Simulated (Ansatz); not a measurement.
**Worked example: correlation energy of As2, singlet**

Geometry: a PBE0/def2-TZVP stationary point for this spin.

```xyz
2

As    0.0000    0.0000    0.0000
As    0.0000    0.0000    2.0890
```

Basis cc-pVDZ; Ansatz 0.2.0. Only valence electrons are correlated (noble-gas cores and the filled d shells of p-block atoms frozen), which leaves 10 electrons in 26 orbitals. Prefix R: restricted or restricted open-shell reference. No spin–orbit coupling is included, and no scalar relativity.

Full CI isn't at hand for all of this; RCCSDTQ serves as the reference, and is uncertain by about the last step of the cluster series.

Runs differ by some tens of microhartree through their thresholds, so steps under 0.03 kcal/mol mean nothing.

```
    level  total energy (hartree)
      RHF            -4468.347773
     RMP2            -4468.555627
    RCCSD            -4468.569270
 RCCSD(T)            -4468.582103
   RCCSDT            -4468.582477
RCCSDT(Q)            -4468.584366
  RCCSDTQ            -4468.584232
```

Task: What is the correlation energy at RCCSDTQ, and what share of it do RMP2 and RCCSDT recover?

Result: E(corr) = -4468.584232 − (-4468.347773) = -0.236459 hartree = -6.434 eV. RMP2: -0.207854 / -0.236459 = 87.90 %. RCCSDT: -0.234704 / -0.236459 = 99.26 %.

Task: By how many kcal/mol does RCCSD(T) miss RCCSDTQ (1 hartree = 627.509 kcal/mol), and which steps make up the rest?

Result: -4468.582103 − (-4468.584232) = 0.002129 hartree = 1.34 kcal/mol. Steps: RCCSDT − RCCSD(T) = -0.23, RCCSDT(Q) − RCCSDT = -1.19, RCCSDTQ − RCCSDT(Q) = 0.08 kcal/mol. Differences between like states or geometries often cancel part of this.
